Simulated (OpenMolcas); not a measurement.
**BH3NO (SMILES N[B]O): UHF/3-21G (RICD fitting, PCM dimethylsulfoxide)**

We compute a structure relaxation of BH3NO. 

Program for the calculation: OpenMolcas 26.06.

**1. The system as given**

BH3NO has 6 atoms, charge 0, and is taken as a doublet. SMILES: `N[B]O`. The shape was changed from the relaxed one by the stated rule. The run starts from this shape.

Bond lengths: N1–B2 1.349 Å, B2–O3 1.457 Å, N1–H4 1.047 Å, N1–H5 0.914 Å, O3–H6 0.962 Å. Angles: N1–B2–O3 119.3°, B2–N1–H4 117.2°, B2–N1–H5 130.8°, B2–O3–H6 102.6°, H4–N1–H5 111.4°.

**2. A geometry optimisation at UHF/3-21G (RICD fitting, PCM dimethylsulfoxide)**

File mol.input:

```
* BH3NO Hartree-Fock

&gateway
 coord
 6
 bohr
 N     -1.37068639     0.44960175    -1.01153827
 B      0.01855900    -0.75662555     0.75425206
 O      2.64391015    -0.01957378     1.14065003
 H     -3.11676309    -0.34804787    -1.48935741
 H     -0.97340927     1.76801831    -2.05355404
 H      3.18085882    -1.14642692     2.46099978
 basis = 3-21G
 group = NoSym
 ricd
 rf-input
 PCM-Model
 Solvent=dimethylsulfoxide
 End of RF-Input
>>> EXPORT MOLCAS_MAXITER=60
>>> Do While

&seward

&scf
 uhf
 spin = 2
 prorbitals = 0

&slapaf
>>> EndDo
```

Command:

```console
$ export MOLCAS_MEM=1860
$ pymolcas mol.input > mol.log
```

Q: Predict the results. Wanted: total energy at the end; dipole moment; HOMO energy; LUMO energy; ⟨S²⟩.

**Answer.** As computed:

At UHF/3-21G (RICD fitting, PCM dimethylsulfoxide):

| quantity | value |
| --- | --- |
| total energy at the end | -154.93226 Eh |
| dipole moment | 0.73 D |
| HOMO energy (highest over α and β) | -8.52 eV |
| LUMO energy (lowest over α and β) | 4.20 eV |
| ⟨S²⟩ | 0.754 |

In words: At the final geometry: Bond lengths: N1–B2 1.404 Å, B2–O3 1.383 Å, N1–H4 1.005 Å, N1–H5 1.009 Å, O3–H6 0.975 Å. Angles: N1–B2–O3 124.0°, B2–N1–H4 122.3°, B2–N1–H5 123.2°, B2–O3–H6 117.9°, H4–N1–H5 114.5°. The optimisation took 9 steps and changed the energy by -0.632 eV. Mulliken charges run from -0.98 on N1 to +0.60 on B2; they depend strongly on the basis.
